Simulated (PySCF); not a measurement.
# B₂H₂: triplet, from a trans-bent X-M-M-X start

Aim: relax B₂H₂ as a triplet from a trans-bent X-M-M-X start, check by its vibrations whether the end is a minimum, and collect its spectrum and constants.

Program: PySCF 2.14.0. Level of theory: PBE0, basis B def2-TZVP, H def2-TZVP, no relativity, density fitting. These are calculated values, not measurements.

## Step 1: The starting structure

4 atoms, charge 0, spin multiplicity 3.

Bond lengths: B1–B2 1.700 Å, B1–H3 1.170 Å, B2–H4 1.170 Å. Angles: B2–B1–H3 126.9°, B1–B2–H4 126.9°.

Coordinates in bohr (charge 0 multiplicity 3):
```
B     0.0000    0.0000    1.6063
B     0.0000    0.0000   -1.6063
H     1.7688    0.0000    2.9329
H    -1.7688    0.0000   -2.9329
```

## Step 2: Finding the electronic state

One driver script runs all steps and calls PySCF; scf.py shows how it sets up the SCF of each step. The optimiser is the driver's own. After this first run the driver tries any further starts and a stability analysis.

File scf.py:

```python
from pyscf import gto, scf, dft
mol = gto.M(atom='''
B      0.000000     0.000000     0.850000
B      0.000000     0.000000    -0.850000
H      0.936000     0.000000     1.552000
H     -0.936000     0.000000    -1.552000''',
    basis={'B': 'def2-TZVP', 'H': 'def2-TZVP'},
    charge=0, spin=2)
mf = dft.UKS(mol, xc='PBE0')
mf.grids.atom_grid = (50, 194)
aux = {'B': 'def2-universal-JKFIT', 'H': 'def2-universal-JKFIT'}
mf = mf.density_fit(auxbasis=aux)
mf.conv_tol = 1e-08
mf.diis_space = 10
mf.max_cycle = 60
mf.init_guess = 'minao'
mf.verbose = 4
mf.kernel()
```

The run is started by

```bash
$ OMP_NUM_THREADS=2 python axn.py task.json out
```

Standard output:

```text
init E= -50.5561732977771
[... the frontier-level lines of each cycle are left out ...]
cycle= 1 E= -50.6394014632945  delta_E= -0.0832  |g|= 0.0959  |ddm|= 0.999
cycle= 2 E= -50.6474652418559  delta_E= -0.00806  |g|= 0.0242  |ddm|= 0.135
cycle= 3 E= -50.6481883472198  delta_E= -0.000723  |g|= 0.00866  |ddm|= 0.0312
cycle= 4 E= -50.6483010786605  delta_E= -0.000113  |g|= 0.00277  |ddm|= 0.0139
cycle= 5 E= -50.6483121724729  delta_E= -1.11e-05  |g|= 0.00084  |ddm|= 0.00469
cycle= 6 E= -50.6483133406876  delta_E= -1.17e-06  |g|= 0.000105  |ddm|= 0.00165
cycle= 7 E= -50.6483133633551  delta_E= -2.27e-08  |g|= 3.16e-05  |ddm|= 0.000221
cycle= 8 E= -50.6483133659765  delta_E= -2.62e-09  |g|= 9.93e-06  |ddm|= 8.28e-05
Extra cycle  E= -50.6483133662119  delta_E= -2.35e-10  |g|= 4.87e-06  |ddm|= 1.99e-05
converged SCF energy = -50.6483133662119  <S^2> = 2.0153051  2S+1 = 3.0101861
```

This step, with its further starts and checks, ran for 5.1 s (2 threads of Arm Neoverse V2, shared host).

Energies from each starting density:

| start | energy (Eh) |
| --- | --- |
| the minimal-basis guess | -50.648313 |
| a thermally smeared density | -50.648313 |
| a smeared PBE density | -50.648313 |

The test of internal stability and the other starts found no lower solution of this spin.

## Step 3: Trans-bent X-M-M-X start, triplet: relaxation

The program finds C2h symmetry in the start, which this walk keeps.

scf.py, as its differences from that of step 2:

```diff
@@ -4 +4 @@
-B      0.000000     0.000000    -0.850000
+B     -0.000000     0.000000    -0.850000
@@ -16 +15,0 @@
-mf.init_guess = 'minao'
```

The optimiser's trace:

| step | energy (Eh) | change (kJ/mol) | largest symmetric gradient (Eh/bohr) |
| --- | --- | --- | --- |
| 0 | -50.648313 | 0.00 | 0.08111 |
| 1 | -50.683470 | -92.30 | 0.03007 |
| 2 | -50.696324 | -126.05 | 0.02549 |
| 3 | -50.699648 | -134.78 | 0.01312 |
| 4 | -50.701418 | -139.43 | 0.00179 |
| 5 | -50.701500 | -139.64 | 0.00021 |
| 6 | -50.701501 | -139.64 | 0.00002 |

The walk took 5.3 s.

Positions (Å) and forces (eV/Å) along the way:

```
step 0
B    0.000   0.000   0.850   1.940   0.000  -4.171
B    0.000   0.000  -0.850  -1.940   0.000   4.171
H    0.936   0.000   1.552  -0.252   0.000   1.346
H   -0.936   0.000  -1.552   0.252   0.000  -1.346
step 1
B    0.111   0.000   0.778   1.546   0.000  -1.465
B   -0.111   0.000  -0.778  -1.546   0.000   1.465
H    0.933   0.000   1.647  -0.687   0.000   0.251
H   -0.933   0.000  -1.647   0.687   0.000  -0.251
step 3
B    0.304   0.000   0.711   0.036   0.000  -0.675
B   -0.304   0.000  -0.711  -0.036   0.000   0.675
H    0.900   0.000   1.754  -0.373   0.000  -0.471
H   -0.900   0.000  -1.754   0.373   0.000   0.471
step 6
B    0.338   0.000   0.675   0.000   0.000  -0.001
B   -0.338   0.000  -0.675   0.000   0.000   0.001
H    0.866   0.000   1.727  -0.001   0.000  -0.001
H   -0.866   0.000  -1.727   0.001   0.000   0.001
```

End point (D∞h, 6 steps, 139.6 kJ/mol gained): B–B 1.510 Å, B–H 1.177 Å (×2); B–B–H 180.0° (×2).

## Step 4: Is it a minimum? Harmonic modes

On the finer grid the gradient is checked again; gradients at displacements of ±0.02 bohr then give force constants and infrared intensities.

scf.py, as its differences from that of step 3:

```diff
@@ -3,4 +3,4 @@
-B      0.000000     0.000000     0.850000
-B     -0.000000     0.000000    -0.850000
-H      0.936000     0.000000     1.552000
-H     -0.936000     0.000000    -1.552000''',
+B      0.338344    -0.000000     0.674777
+B     -0.338344     0.000000    -0.674777
+H      0.866107     0.000000     1.727323
+H     -0.866107     0.000000    -1.727323''',
@@ -10 +10 @@
-mf.grids.atom_grid = (50, 194)
+mf.grids.atom_grid = (75, 302)
@@ -13 +13 @@
-mf.conv_tol = 1e-08
+mf.conv_tol = 1e-10
```

The driver hands on the density of the step before, so the log starts near convergence.

SCF at the final geometry:

```text
init E= -50.7015019533786
[... the frontier-level lines of each cycle are left out ...]
cycle= 1 E= -50.7015019533802  delta_E= -1.56e-12  |g|= 9.37e-07  |ddm|= 2.6e-06
Extra cycle  E= -50.7015019533805  delta_E= -3.27e-13  |g|= 6.01e-07  |ddm|= 1.55e-06
converged SCF energy = -50.7015019533805  <S^2> = 2.0062423  2S+1 = 3.0041586
```

The whole step took 15 s.

Geometry: D∞h; B–B 1.510 Å, B–H 1.177 Å (×2); B–B–H 180.0° (×2).

Harmonic modes (main isotopes):

| symmetry | ω (cm⁻¹) | IR (km/mol) | μ (u) |
| --- | --- | --- | --- |
| πg | 570 | 0.0 | 1.53 |
| πu | 609 | 0.1 | 1.09 |
| σg+ | 1266 | 0.0 | 4.71 |
| σu+ | 2784 | 25.2 | 1.09 |
| σg+ | 2823 | 0.0 | 1.15 |

Every mode is real; the point is a minimum.

Constants and moments:

| Quantity | Value |
| --- | --- |
| Dipole moment | 0.00 D |
| Highest occupied level | -6.78 eV |
| Lowest empty level | -2.82 eV |
| Rotational constants | 0.8398 cm⁻¹ |
| Zero-point energy | 55.2 kJ/mol |
| Principal polarisabilities | 24.8, 24.8, 48.4 bohr³ |
| Atomisation energy without zero-point energy | 1215 kJ/mol |
| Principal traceless quadrupole moments about the centre of mass | -0.91, -0.91, 1.81 D Å |
| Entropy at 298.15 K and 1 bar (electronic part: spin only) | 214.0 J/(mol K) |
| Heat capacity Cp at 298.15 K | 47.4 J/(mol K) |
| Enthalpy at 298.15 K above 0 K | 10.45 kJ/mol |
| Rotational symmetry number | 2 |
| Spin squared ⟨S²⟩ | 2.006 |

Populations by atom (charges in e):

```tsv
atom	Mulliken	Löwdin	polar tensor	spin (Mulliken)	Mayer order to B1
B1	-0.09	-0.06	0.04	1.04	–
B2	-0.09	-0.06	0.04	1.04	2.03
H3	0.09	0.06	-0.04	-0.04	0.95
H4	0.09	0.06	-0.04	-0.04	0.02
```

Outer orbital energies (eV). α occupied: -185.33, -185.29, -15.50, -12.78, -10.85, -6.78, -6.78; empty: -0.12, -0.12, 1.37, 1.74. β occupied: -185.04, -185.01, -13.79, -12.28, -10.47; empty: -2.82, -2.82, 1.27, 1.27.

Mulliken populations on B1: s 3.09, p 1.97, d 0.03, f 0.00.

## Step 5: What came out

```
                                          quantity                                                   value
                                           minimum                                            triplet, D∞h
                                          geometry        B–B 1.510 Å, B–H 1.177 Å (×2); B–B–H 180.0° (×2)
                                wavenumbers (cm⁻¹)  570 (πg), 609 (πu), 1266 (σg+), 2784 (σu+), 2823 (σg+)
                                     dipole moment                                                  0.00 D
highest occupied, lowest empty level (either spin)                                         -6.78, -2.82 eV
                         polar-tensor charge of B1                                                 +0.04 e
                                 zero-point energy                                             55.2 kJ/mol
                               entropy at 298.15 K                                         214.0 J/(mol K)
         atomisation energy (no zero-point energy)                                             1215 kJ/mol
                                              ⟨S²⟩                                                   2.006
```

What this shows: The trans-bent X-M-M-X start (C2h) ends in a minimum of D∞h symmetry. In the infrared the band at 2784 cm⁻¹ (σu+) leads. Other starts or spin states, not run here, may lie lower.

The search up to here took 26 s.
